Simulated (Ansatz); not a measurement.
Results of r²SCAN-D4 (Ansatz, a first-principles code, PAW) for hcp Dy.

Numerical settings: plane-wave cutoff 500 eV, 24×24×14 k mesh (along the axes of the cell as run), Fermi–Dirac smearing 0.1 eV, spin-polarised with parallel moments, scalar-relativistic PAW data made under PBE.

Computed at the level's own relaxed cell.

Q: Estimate the equilibrium volume per atom, lattice parameter a, lattice parameter c and magnetic moment per atom (the cell's total over its atoms) that the calculation returns.

A: 
* **equilibrium volume per atom**: 33.45 Å³/atom
* **lattice parameter a**: 3.624 Å
* **lattice parameter c**: 5.882 Å
* **magnetic moment per atom (the cell's total over its atoms)**: 5.49 μB

Measured, for comparison: equilibrium volume per atom 31.56 Å³/atom (room temperature, no zero-point or thermal correction; as tabulated in Söderlind et al. (2014), doi:10.1088/0953-8984/26/41/416001); lattice constant a 3.592 Å, lattice parameter c 5.650 Å (293 K, no zero-point or thermal correction; as tabulated in Wikipedia's data pages). Computed (rounded) less measured: equilibrium volume per atom +6.0 %, lattice constant a +0.9 %, lattice parameter c +4.1 %.

Note: the 4f shell is treated without U or exact exchange, so its levels and filling can be wrong; the collinear magnetic order is the start's and need not be the measured one.

Moments are spin moments.

Spin–orbit coupling is not included.

Static lattice: no zero-point or thermal effects.
